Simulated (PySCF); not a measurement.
Cartesian coordinates (Å):
SMILES: [S]C
```xyz
5

C     -0.1304     0.0104     0.0282
S      1.6587     0.0680    -0.0514
H     -0.4600    -0.5694    -0.8527
H     -0.4874    -0.5183     0.9225
H     -0.5808     1.0094    -0.0466
```
Charge 0, spin multiplicity 2.

Q: Predict the total energy, highest occupied spin orbital and dipole moment from PBE-D3(BJ)/def2-TZVP (PySCF).

A: 
```yaml
total_energy: -437.8553 Ha
highest_occupied_spin_orbital: -5.32 eV
dipole_moment: 1.75 D
```
